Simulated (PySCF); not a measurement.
Compound: C3H4NS (doublet state).
Structure used (PBE0-D3(BJ)/def2-SVP), in Å, numbered top down from 1:
```xyz
9
C3H4NS angstrom
C     -1.0568    0.1152    0.0770
C      0.3011    0.5951   -0.3131
S      0.5857    1.8508   -1.3044
C      1.4556   -0.1528    0.2690
N      1.3193   -1.1330    1.0362
H     -1.8376    0.7152   -0.4038
H     -1.1729   -0.9460   -0.1984
H     -1.1687    0.1611    1.1729
H      2.4627    0.2073   -0.0167
```

Theory: PySCF 2.14.0, PBE0-D3(BJ)/def2-SVP geometry optimisation, gas phase.

Masses are those of the commonest isotopes; rigid-rotor values at the optimised geometry. The values belong to one conformer with, in the numbering `[CH3:1][C:2](=[S:3])[CH:4]=[N:5]`, C1–C2–C4–N5 0°.

**Question.** What are A, B and C (cm⁻¹)?

**Answer.** Ia = 63.95, Ib = 172.34, Ic = 233.17 u·Å²; 505379 MHz·u·Å²/I gives 7902, 2932 and 2167 MHz, that is A = 0.26359, B = 0.09781, C = 0.07230 cm⁻¹.

**Question.** What kind of rotor is it?

**Answer.** An asymmetric top; Ray's κ = -0.733.

**Question.** Is it planar, by Δ = Ic − Ia − Ib?

**Answer.** Not planar: Δ = Ic − Ia − Ib = -3.13 u·Å². For a rigid frame Δ = −2 Σ m c², so Σ m c² = 1.57 u·Å² lies off the ab plane, practically all of it from hydrogen. The atom farthest from that plane is 0.89 Å away.

**Question.** Give the other two planar moments, Paa and Pbb, and the rms extents of the mass along the axes.

**Answer.** Paa = Σ m a² = (Ib + Ic − Ia)/2 = 170.78 and Pbb = Σ m b² = (Ia + Ic − Ib)/2 = 62.39 u·Å². With the mass M = 86.01 u, the rms extents √(P/M) along a, b and c are 1.41, 0.85, 0.13 Å.

**Question.** Predict some low-J microwave lines.

**Answer.** The dipole components are |μa| = 0.31 D, |μb| = 0.63 D, |μc| = 0.00 D; the mirror of this Cs structure is the ab plane, so μc vanishes by symmetry (the 0.01 D computed is a residue) and there are no c-type lines. Intensities carry the squares of the components, which stand as 0.24 : 1.00 (a : b). Some lines, for components of 0.1 D or more:

| type | branch | J(Ka,Kc) | MHz | lower level (cm⁻¹) |
| --- | --- | --- | --- | --- |
| a | Q | 1(1,0) ← 1(1,1) | 765 | 0.336 |
| a | Q | 2(1,1) ← 2(1,2) | 2295 | 0.651 |
| a | R | 1(0,1) ← 0(0,0) | 5100 | 0.000 |
| b | R | 2(0,2) ← 1(1,1) | 5148 | 0.336 |
| b | Q | 1(1,0) ← 1(0,1) | 5735 | 0.170 |
| b | Q | 2(1,1) ← 2(0,2) | 6581 | 0.508 |
| a | R | 2(1,2) ← 1(1,1) | 9435 | 0.336 |
| b | R | 1(1,1) ← 0(0,0) | 10070 | 0.000 |
| a | R | 2(0,2) ← 1(0,1) | 10118 | 0.170 |
| a | R | 2(1,1) ← 1(1,0) | 10965 | 0.361 |
| b | R | 2(1,2) ← 1(0,1) | 14405 | 0.170 |
| b | Q | 2(2,0) ← 2(1,1) | 14992 | 0.727 |
| b | Q | 2(2,1) ← 2(1,2) | 17205 | 0.651 |
| b | R | 2(2,1) ← 1(1,0) | 25875 | 0.361 |
| b | R | 2(2,0) ← 1(1,1) | 26721 | 0.336 |

**Question.** Estimate the classical rotational partition function at 10 K, 25 K and 298.15 K.

**Answer.** Point group Cs, symmetry number σ = 1; q = (√π/σ)·√((kT/h)³/(ABC)), k/h = 20836.6 MHz/K: 752 at 10 K, 2970 at 25 K, 122000 at 298.15 K.

For this open shell read J as N, the rotation without spin; fine and hyperfine splittings come on top. No PBE0-D3(BJ)/def2-SVP frequencies stand behind this structure, so it isn't proved a minimum. ⟨S²⟩ = 0.773 (exact for a doublet: 0.75). Zero-point vibration and centrifugal distortion are left out. A rigid rotor knows nothing of internal rotation, which can split or shift real lines. Quadrupole hyperfine structure (14N) is left out.

Time: 92 s. Hardware: Arm Neoverse N1, one thread (shared host). That covers the optimisation of the geometry.
